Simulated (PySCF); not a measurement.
Gas-phase reaction: i-Si4H10 + 2 SiH4 ⇌ 6 SiH3

Energies from PySCF, thermal terms from the rigid-rotor harmonic-oscillator model, ideal gas at 1 bar. † marks an energy on the PBE0/def2-TZVP geometry and frequencies. MP2 freezes the core. Open shells (unrestricted): SiH3 (multiplicity 2); the rest are closed-shell singlets. B3LYP is the form with VWN-RPA correlation. MP2 isn't extrapolated to the basis-set limit.

```csv
level,"ΔH°(298 K), kJ"
B3LYP/def2-TZVP†,…
MP2/def2-TZVPP†,953
PBE/def2-TZVP†,922
PBE0/def2-SVP†,…
LDA/def2-TZVP†,…
ωB97X-V/def2-TZVP†,1001
```

Task: Complete the blanks.

Result: 
- B3LYP/def2-TZVP†, ΔH°(298 K), kJ: 899
- PBE0/def2-SVP†, ΔH°(298 K), kJ: 931
- LDA/def2-TZVP†, ΔH°(298 K), kJ: 1059
